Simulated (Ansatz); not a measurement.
## Na: which structure is lowest?

These are results of DFT, PBEsol, plane waves (420 eV) with PAW, scalar-relativistic (Ansatz), not measurements. The PAW files were generated under PBE, with cores re-solved for the functional.

Each structure is relaxed within its own symmetry, so a high-lying one may be dynamically unstable.

```csv
structure,ΔE (meV/atom),V (Å³/atom),cell,magnetic state
hcp,-1,36.40,"a = 3.720 Å, c = 6.075 Å (c/a = 1.633)",spin not included
fcc,0,36.36,a = 5.259 Å,spin not included
bcc,0,36.24,a = 4.170 Å,spin not included
dhcp,1,36.35,"a = 3.725 Å, c = 12.100 Å (c/a = 3.248)",spin not included
omega (AlB2-type),11,36.62,"a = 5.986 Å, c = 3.540 Å (c/a = 0.591)",spin not included
A15,14,36.54,a = 6.637 Å,spin not included
simple cubic,121,38.90,a = 3.388 Å,spin not included
diamond,354,52.40,a = 7.484 Å,spin not included
```

ΔE counts from bcc.

Differences under about 8 meV lie within the error of the k-point mesh.
